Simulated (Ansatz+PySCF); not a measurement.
Results of a calculation; reference values are marked as such.
## Ansatz (development build ahead of 0.2.0) run

```yaml
crystal:
  periodic: [false, false, false]
  atoms:
    - { symbol: "N", position_ang: [0.0, 0.0, -0.33998] }
    - { symbol: O, position_ang: [0.0, 1.18036, 0.14874] }
    - { symbol: O, position_ang: [0.0, -1.18036, 0.14874] }
basis:
  gaussian: { orbitals: def2-SVP }
magnetization:
  spin_polarized: true
  initial_magnetization: 1
hamiltonian:
  xc: hf
scf:
  omitted_lower_state_checks: [stability, starts, atomic_configurations, cluster_reference, orbital_swaps, given_window_search, neighbouring_geometries, increment]
```

The input is written out in the form of the current development build from the run's settings.

Results

- Converged: yes
- Total energy: -203.81876 hartree
- Spin squared of the determinant: 0.779
- Occupied orbitals by symmetry in an Abelian subgroup (alpha; beta): 6 A1 1 A2 1 B1 4 B2; 5 A1 1 A2 1 B1 4 B2

This is not the lowest solution: another run reaches a determinant 0.29 eV lower.
